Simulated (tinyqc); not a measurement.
Inside a calculation. Method: CIS and TDHF on RHF in the sto-3g basis, frozen core, for H2O, spin multiplicity 1. One step of it, computed by the program tinyqc.

Task: CIS triplet states. Diagonalise A (1 hartree = 27.211386 eV); each vector has its largest component positive (the first on a tie).

CIS matrix A, triplet (hartree):
```
           2>6        2>7        3>6       3>7        4>6        4>7       5>6       5>7
2>6   1.379212  -0.006377  -0.036373  0.089090  -0.056542  -0.011262  0.000000  0.000000
2>7  -0.006377   1.497405   0.089090  0.040394  -0.011262   0.002208  0.000000  0.000000
3>6  -0.036373   0.089090   0.728626  0.008926  -0.015846   0.035734  0.000000  0.000000
3>7   0.089090   0.040394   0.008926  0.809578   0.035734   0.016024  0.000000  0.000000
4>6  -0.056542  -0.011262  -0.015846  0.035734   0.618890   0.011704  0.000000  0.000000
4>7  -0.011262   0.002208   0.035734  0.016024   0.011704   0.686191  0.000000  0.000000
5>6   0.000000   0.000000   0.000000  0.000000   0.000000   0.000000  0.489561  0.002189
5>7   0.000000   0.000000   0.000000  0.000000   0.000000   0.000000  0.002189  0.585508
```

Give: triplet excitation energies; lowest vectors.

Result:

triplet excitation energies (eV): 13.3203  15.9338  16.3277  18.1219  20.0628  21.9974  38.0366  41.1000

lowest vectors:
```
     state 1  state 2  state 3  state 4  state 5  state 6
2>6   0.0000   0.0000   0.0980   0.0250   0.0667  -0.1145
2>7   0.0000   0.0000   0.0019   0.0588  -0.0922  -0.0690
3>6   0.0000   0.0000   0.2009  -0.4734   0.8397   0.1220
3>7   0.0000   0.0000  -0.1986  -0.1488  -0.1723   0.9404
4>6   0.0000   0.0000   0.9405   0.2111  -0.1398   0.2171
4>7   0.0000   0.0000  -0.1614   0.8397   0.4824   0.1891
5>6   0.9997   0.0228   0.0000   0.0000   0.0000   0.0000
5>7  -0.0228   0.9997   0.0000   0.0000   0.0000   0.0000
```
